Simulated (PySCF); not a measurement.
Predicted microwave data (PBE0/def2-SVPD in PySCF (dipole) on a GFN2-xTB geometry, gas phase) for one isomer of C4H8F2:

| Item | Value |
| --- | --- |
| Rotational constants | A = 4782, B = 2682, C = 2603 MHz |
| Dipole components | \|μa\| = 1.87 D, \|μb\| = 1.28 D, \|μc\| = 1.10 D |
| Inertial defect | -99.93 u·Å² |
| κ | -0.93 |

Task: Which candidate fits, each taken in the one conformer that was computed?
A. `[CH3:1][CH2:2][C:3]([CH3:4])([F:5])[F:6]` with C1–C2–C3–C4 58°
B. `[CH3:1][CH:2]([CH2:3][F:4])[CH2:5][F:6]` with C1–C2–C3–F4 -57°, C1–C2–C5–F6 -170°

Result: A. It is CCC(C)(F)F, a near-prolate asymmetric top, point group C1. The candidates at the same level (rigid rotor, commonest isotopes):

```csv
SMILES,A (MHz),B (MHz),C (MHz),μa (D),μb (D),μc (D),Δ (u·Å²),point group,rotor
CC(CF)CF,4358,2668,1978,0.55,1.79,0.76,-49.86,C1,asymmetric top
CCC(C)(F)F,4782,2682,2603,1.87,1.28,1.10,-99.93,C1,near-prolate asymmetric top
```

`CC(CF)CF` has C 24 % too low. No structure here is proved a minimum.
